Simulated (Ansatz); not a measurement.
# quartet LiO at 6 levels

Wanted: a comparison of 6 runs (U-r2SCAN/def2-TZVPPD, U-wB97X/def2-TZVPPD, UB2PLYP/def2-TZVPPD, UBHLYP/def2-TZVPPD, UCAM-B3LYP/def2-TZVPPD, RPA@PBE/def2-TZVPPD) of quartet LiO. 

Program for the calculation: Ansatz 0.2.0.

35 further runs of the same task are left out: 35 set aside as unsound or not needed.

## (1) The system as given

LiO has 2 atoms, charge 0, and is taken as a quartet. As SMILES of the parent species, `[Li][O]`. Geometry: relaxed at PBE0-D4/def2-TZVP. That shape belongs to the parent species and isn't relaxed for this state.

Bond lengths: Li1–O2 1.681 Å.

## (2) A single-point energy at U-r2SCAN/def2-TZVPPD (run 1)

Contents of run.yaml:

```yaml
crystal:
  periodic: [false, false, false]
  atoms:
    - {symbol: Li, position_ang: [-0.000000, -0.000000, -0.057440]}
    - {symbol: O, position_ang: [0.000000, 0.000000, 1.623240]}
basis:
  gaussian:
    orbitals: def2-TZVPPD.json
accuracy: high
output: {orbitals: {seedname: orbitals}}
magnetization:
  spin_polarized: true
  initial_magnetization: 3
hamiltonian:
  xc: r2scan
```

The basis set def2-TZVPPD is read from a file made from the Basis Set Exchange's data (not shown).

Command:

```console
$ ansatz run run.yaml --threads 1 --pin off --max-ram 3480MiB --events-out events.jsonl --progress --plain --runs-dir runs
```

Output:

```text
Warning: RAYON_NUM_THREADS=1 ignored (pool sized by the plan → 1); use --threads N
Functional definition: r2SCAN
  name "r2SCAN"
  parameter k0 = 0.174
  parameter k1 = 0.065
  parameter a1 = 4.9479
  exchange = r2scan_x(k0 = k0, k1 = k1, a1 = a1)
  correlation = r2scan_c
880 factors; integrals over basis functions are off by at most 3.9e-9 eV
mean field evaluation 1: about -2245.2963 eV, gradient 9.5e0 eV
mean field evaluation 2: about -2245.4481 eV, gradient 5.0e0 eV
mean field evaluation 4: about -2245.5295 eV, gradient 1.2e-1 eV
mean field evaluation 8: about -2245.5316 eV, gradient 3.3e-3 eV
mean field evaluation 16: about -2245.5316 eV, gradient 8.4e-7 eV
mean field evaluation 32: about -2245.1866 eV, gradient 7.6e0 eV
mean field -2245.53164795 eV, -82.5217659862 hartree, gradient 2.8e-8 eV, S^2 3.754877; 1 other end points of the search recorded, 0 dependent functions left out
reference -2245.53166169 eV, -82.5217664912 hartree; 7, 4 occupied and 55, 58 virtual orbitals, 880 factors
Total energy: -2245.53166169 eV, -82.5217664912 hartree
```

Wall time 5.1 s (1 thread of Arm Neoverse V2, shared host); peak memory 0.21 GiB.

## (3) The energy at U-wB97X/def2-TZVPPD (run 2)

Contents of job.yaml:

```yaml
basis:
  gaussian: {orbitals: def2-TZVPPD.json}
crystal:
  periodic: [false, false, false]
  atoms:
    - symbol: Li
      position_ang: [-0.000000, -0.000000, -0.057440]
    - symbol: O
      position_ang: [0.000000, 0.000000, 1.623240]
magnetization: {spin_polarized: true, initial_magnetization: 3}
hamiltonian: {xc: {name: wB97X}}
accuracy: high
output: {orbitals: {seedname: orbitals}}
```

The basis set def2-TZVPPD is read from a file made from the Basis Set Exchange's data (not shown).

Command:

```console
$ ansatz run job.yaml --threads 1 --pin off --max-ram 3480MiB --events-out events.jsonl --progress --plain --runs-dir runs
```

Output, shortened:

```text
Warning: RAYON_NUM_THREADS=1 ignored (pool sized by the plan → 1); use --threads N
Functional definition: wB97X
  name "wB97X"
[...]
      + exact_x_lr(omega)
[...]
      + integral(e_c_pw_opposite_spin*poly(b97_u_opposite, 1, cos1, cos2, cos3, cos4))
880 factors; integrals over basis functions are off by at most 3.9e-9 eV
272 factors; integrals over basis functions are off by at most 1.4e-9 eV
[...]
mean field -2245.95627628 eV, -82.5373707895 hartree, gradient 3.2e-8 eV, S^2 3.754356; 2 other end points of the search recorded, 0 dependent functions left out
reference -2245.95628242 eV, -82.5373710149 hartree; 7, 4 occupied and 55, 58 virtual orbitals, 880 factors
Total energy: -2245.95628242 eV, -82.5373710149 hartree
```

Wall time 16 s (1 thread of Arm Neoverse V2, shared host); peak memory 0.35 GiB.

Runs 3 to 5 aren't shown in full; the table further down has their settings and results.

## (4) The energy at RPA@PBE/def2-TZVPPD (run 6)

Contents of job.yaml:

```yaml
crystal:
  periodic: [false, false, false]
  atoms:
    - {symbol: Li, position_ang: [-0.000000, -0.000000, -0.057440]}
    - {symbol: O, position_ang: [0.000000, 0.000000, 1.623240]}
basis:
  gaussian: {orbitals: def2-TZVPPD.json}
correlation: {method: rpa, frozen_orbitals: {Li: 0, O: 1}}
magnetization: {spin_polarized: true, initial_magnetization: 3}
accuracy: high
hamiltonian: {xc: {name: PBE}}
```

The basis set def2-TZVPPD is read from a file made from the Basis Set Exchange's data (not shown).

Command:

```console
$ ansatz run job.yaml --threads 1 --pin off --max-ram 3480MiB --events-out events.jsonl --progress --plain --runs-dir runs
```

Output, shortened:

```text
Warning: RAYON_NUM_THREADS=1 ignored (pool sized by the plan → 1); use --threads N
Functional definition: PBE
  name "PBE"
[...]
880 factors; integrals over basis functions are off by at most 3.9e-9 eV
[...]
mean field -2243.75373394 eV, -82.4564288514 hartree, gradient 6.1e-9 eV, S^2 3.752632; 7 other end points of the search recorded, 0 dependent functions left out
1 core orbitals not correlated: weight in the atoms' cores, before any rotation towards them, 1.000 or more for the frozen orbitals, at most 0.000 for the correlated occupied ones
reference -2237.30685284 eV, -82.2195103410 hartree; 6, 3 occupied and 55, 58 virtual orbitals, 880 factors
Total energy: -2246.92842007 eV, -82.5730964149 hartree
```

Wall time 6.9 s (1 thread of Arm Neoverse V2, shared host); peak memory 0.2 GiB.

## (5) Overview of the runs

```csv
run,level,frozen core orbitals,energy (Eh),HOMO energy (eV),⟨S²⟩,wall time
1,U-r2SCAN/def2-TZVPPD,–,-82.521766,-2.78,3.755,5.1 s
2,U-wB97X/def2-TZVPPD,–,-82.537371,-4.73,3.754,16 s
3,UB2PLYP/def2-TZVPPD,1,-82.514810,-3.75,3.755,3.6 s
4,UBHLYP/def2-TZVPPD,–,-82.546032,-3.71,3.754,2.9 s
5,UCAM-B3LYP/def2-TZVPPD,–,-82.529680,-4.11,3.753,3.6 s
6,RPA@PBE/def2-TZVPPD,1,-82.573096,–,3.753,6.9 s
```

## (6) Results

```
                                quantity         value
                     run 6: total energy  -82.57310 Eh
 run 6: RPA correlation energy (valence)    -353.6 mEh
run 6: ⟨S²⟩ of the reference determinant         3.753
```

In words: Totals of different functionals can't be ranked against each other. All runs together took 38 s, the longest 16 s.
